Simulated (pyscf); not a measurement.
Routes from [HN=Si–F]• + hydrogen (H₂)

Candidate steps break at most two bonds and form at most two. Each was searched with GFN2-xTB (tblite) first. Structures and frequencies: ωB97X-D3(BJ)/def2-SVP in PySCF. Energies: ωB97M-D3(BJ)/def2-TZVP, eV, from the separated reactants, doublet surface; ΔG‡ with ideal gas, 1 atm, RRHO with modes under 100 cm⁻¹ raised to 100, one conformer, R ln 2 for chiral ones without a mode under 150 cm⁻¹.

```json
[
 {"products": "H₂N–Si:–F [singlet] + H•", "type": "hydrogen abstraction", "ΔE‡": "0.45", "ΔE": "-0.28", "ΔG‡ 298 K": "0.74", "ΔG‡ 900 K": "1.43", "ν‡ (cm⁻¹)": "1247i"},
 {"products": "[HN=SiH]• + HF", "type": "four-centre exchange", "ΔE‡": "1.90", "ΔE": "+1.23", "ΔG‡ 298 K": "2.27", "ΔG‡ 900 K": "3.00", "ν‡ (cm⁻¹)": "1318i"}
]
```

Row 2: On the product side the descent ends in a complex, 0.34 eV under the separated species and 1.02 eV under the saddle at ωB97X-D3(BJ)/def2-TZVP. 

Plain bond fissions and candidates not yet searched are not listed, and one of them may be faster. Each barrier is that of the saddle found; lower ones may exist.
